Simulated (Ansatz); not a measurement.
**H2O2: harmonic frequencies at the relaxed geometry from a Python script**

The task is harmonic frequencies at the relaxed geometry, for H2O2. SMILES: OO.

Program: Ansatz 0.2.0, driven from Python. Level of theory: PBE0+D3(BJ)/def2-SVP. These are calculated values, not measurements.

## (1) The structure

Bond lengths: O1–O2 1.454 Å, O1–H3 0.976 Å, O2–H4 0.976 Å. Angles: O1–O2–H4 96.8°, O2–O1–H3 96.8°.

The script holds or builds the structure itself.

## (2) Script

Input file h2o2_freq.py:

```python
"""Vibrations of H2O2."""

import ansatz as az
import numpy as np

geometry_ang = [
    ("O", [-0.6516, 0.2035, 0.3248]),
    ("O", [0.6473, 0.2109, -0.3287]),
    ("H", [-1.1438, -0.2229, -0.4022]),
    ("H", [1.1481, -0.1916, 0.4061]),
]
geometry = az.Crystal.molecule()
for symbol, xyz in geometry_ang:
    geometry = geometry.atom(symbol, xyz)

calc = (
    geometry.calculation()
    .basis(gaussian="def2-SVP")
    .functional("pbe0", dispersion="d3bj")
)
symbols = [site.symbol for site in geometry.cartesian_sites]
start = np.array([site.position_ang for site in geometry.cartesian_sites], dtype=float)
def progress(event):
    if event["event"] == "relax_step":
        row = event["data"]
        print(f"step {row['step']:3d}  E = {row['lagrangian_ev']:.6f} eV  largest force component {row['allowed_force_max_ev_ang']:.4f} eV/A")


rep = calc.relax(force_tolerance=0.003).session().plan().execute(on_event=progress).report
end = np.array(rep["positions_ang"])

print("final positions (A) and the move of each atom")
for symbol, xyz, old in zip(symbols, end, start):
    print(f"{symbol:2s} {xyz[0]:10.5f} {xyz[1]:10.5f} {xyz[2]:10.5f}   {np.linalg.norm(xyz - old):7.4f}")

# same settings at the minimum
minimum = az.Crystal.molecule()
for symbol, place in zip(symbols, end):
    minimum = minimum.atom(symbol, place.tolist())
vibrating = (
    minimum.calculation()
    .basis(gaussian="def2-SVP")
    .functional("pbe0", dispersion="d3bj")
    .phonons(temperatures=(298.15, 498.15, 100))
)
vib = vibrating.run().report["vibrations"]
sums = vib["harmonic_sums"]
modes = [m["omega_inv_cm"] for m in sums["modes_at_gamma"] if m["rigid_motion"] == "no"]
print("frequencies (1/cm):", " ".join(f"{w:.0f}" for w in modes))
print("imaginary modes:", sum(w < 0 for w in modes), " zero-point energy:", round(sums["zero_point_energy_ev"], 4), "eV")
print("T (K)   F_vib (eV)   S_vib (meV/K)   C_vib (meV/K)")
for row in zip(sums["temperatures_k"], sums["vibrational_free_energy_ev"], vib["entropy_ev_per_k"], vib["heat_capacity_ev_per_k"]):
    print(f"{row[0]:6.1f} {row[1]:11.4f} {1000 * row[2]:13.4f} {1000 * row[3]:15.4f}")
```

## (3) The input behind the calls

The package turns the script's settings into the engine's input (first run):

```yaml
crystal:
  periodic: [false, false, false]
  atoms:
    - { symbol: O, position_ang: [-0.6516, 0.2035, 0.3248] }
    - { symbol: O, position_ang: [0.6473, 0.2109, -0.3287] }
    - { symbol: H, position_ang: [-1.1438, -0.2229, -0.4022] }
    - { symbol: H, position_ang: [1.1481, -0.1916, 0.4061] }
basis:
  gaussian:
    orbitals: def2-SVP
hamiltonian:
  xc: pbe0
  dispersion: d3bj
relax:
  f_tol: 0.003
```

## (4) Running it

Launch:

```bash
python h2o2_freq.py
```

Without the output at hand: what should come out? Wanted: moves of the relaxation of run 1; energy gained in run 1; last largest force component of run 1; highest frequency; imaginary modes; zero-point energy.

As calculated:

```
                             quantity        value
                        runs compared            2
     moves of the relaxation of run 1            7
               energy gained in run 1     0.038 eV
last largest force component of run 1  0.0008 eV/Å
                    highest frequency    3826 cm⁻¹
                      imaginary modes            0
                    zero-point energy     0.734 eV
```

**Reading.** Run 1: The relaxation took 7 moves; the largest shift is 0.056 Å. All frequencies are real, so the geometry is a minimum. The values are harmonic; measured fundamentals also hold anharmonic shifts, mostly downward for stretches. The frequencies are harmonic and unscaled, in a modest basis. The result belongs to the one conformer reached from this start, and soft torsions count as harmonic oscillators.
